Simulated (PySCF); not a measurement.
How methods differ on the electron affinity of Si

Si⁻ [Ne] 3s2 3p3 (4S) → Si [Ne] 3s2 3p2 (3P), as a difference of total energies. All numbers are calculated (PySCF 2.14, no relativity, point nucleus, in aug-cc-pwCVDZ (6s5p3d, 36 functions)). Correlated levels: valence: [Ne] frozen; valence and next inner shell: 1s2 frozen; nothing frozen. The calculations carry no spin-orbit coupling.

| method | electron affinity (eV) |
| --- | --- |
| UHF | 0.862 |
| LDA | 1.598 |
| PBE | 1.501 |
| PBE0 | 1.468 |
| r2SCAN | 1.551 |
| TPSS | 1.456 |
| B2PLYP | 1.244 |
| HSE06 | 1.468 |
| SCS-MP2 (valence) | 1.147 |
| MP2 (valence and next inner shell) | 1.306 |
| SCS-MP2 (valence and next inner shell) | 1.141 |
| MP2 (all electrons) | 1.306 |
| SCS-MP2 (all electrons) | 1.141 |

Estimate what MP2 (valence) gives.

1.314 eV, closest to MP2 (all electrons) among the rows shown.

Estimate what PBEsol gives.

1.506 eV, closest to PBE among the rows shown.

A first-order spin-orbit estimate (lowest level to lowest level, LS coupling) adds -0.016 eV.

Errors of the correlated levels include the incompleteness of this basis and the frozen core.

In the anion the highest occupied orbital energy is positive at LDA, PBE, PBE0, r2SCAN, TPSS, HSE06, PBEsol, a self-interaction effect; the basis confines that electron, and the energy difference can still be sensible.

For comparison: 1.390 eV (measured; photodetachment measurements, as compiled on the Wikipedia data page of electron affinities).
